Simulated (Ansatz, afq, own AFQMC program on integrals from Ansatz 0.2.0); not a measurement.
Where AFQMC and coupled cluster stand for SiF₂, triplet

```xyz
3

F     0.1714    1.2614    0.2337
Si   -0.6080   -0.0474   -0.3373
F     0.4367   -1.2140    0.1036
```

Connectivity, by distances: F–Si–F.

Basis def2-TZVP. Noble-gas cores (and the filled d shells of Ga–Kr and In–Xe) are frozen. AFQMC by an in-house program on the Cholesky factors that Ansatz 0.2.0 writes for its CCSD(T) run. The CISD trial takes its coefficients from CCSD amplitudes. Released means that phaseless walkers are propagated on without the constraint, phases kept. Error bars are statistical, one sigma.

Determinant: UHF, the one that the program's search chose, which needn't be the lowest solution. The geometry is a PBE0/def2-SVP stationary point of this or a neighbouring charge and spin state.

No full CI on the walks' own integrals is used here. The released AFQMC energy serves as the reference, which it does only where one determinant dominates, the energy is flat over the last release times and near the phaseless one (40 meV or 2 meV an electron, half that with transition metals). On small molecules, where full CI could be run and the noise was under 10 meV, such values lay within 10 meV of it in 19 cases of 20, a flattering rate, since the rule was set on those same cases; what remains of the bias isn't in the error bar.

Cautions: another spin lies lower (by 3.31 eV); the released value is read at 1.50 1/Eh with a noise of 11 meV, more than in the cases checked (meV from the phaseless value at times in 1/Eh: -12 ± 7 at 0.24, -3 ± 7 at 0.51, -1 ± 8 at 0.99, 9 ± 11 at 1.50).

* T1 diagnostic: 0.0164
* weight of the determinant in the CISD state: 0.884
* ⟨S²⟩ of the determinant: 2.003
* size of the correlated space: 18 electrons in 92 orbitals

```
  level  correlation energy (eV)
    MP2                 -15.4587
   CCSD                 -15.5577
CCSD(T)                 -16.0273
```

(1) Estimate where phaseless AFQMC with a CISD trial lies against CCSD(T) on the same integrals.

(1) 3.2 ± 0.6 kJ/mol below CCSD(T).

Reference: AFQMC with the constraint released, correlation energy -16.051 ± 0.011 eV.

```csv
level,E − E(reference) (kJ/mol),share of correlation (%)
CCSD(T),2.3 ± 1.0,99.85
ph-AFQMC/CISD,-0.9 ± 1.2,100.06
```

A walk keeps the symmetry of its determinant, which the program's search chose and which needn't be the lowest solution, so a lower state of the same spin and another symmetry isn't excluded. Released energies are given only where the last usable release times agree within the noise; a slower fall can still hide under it.
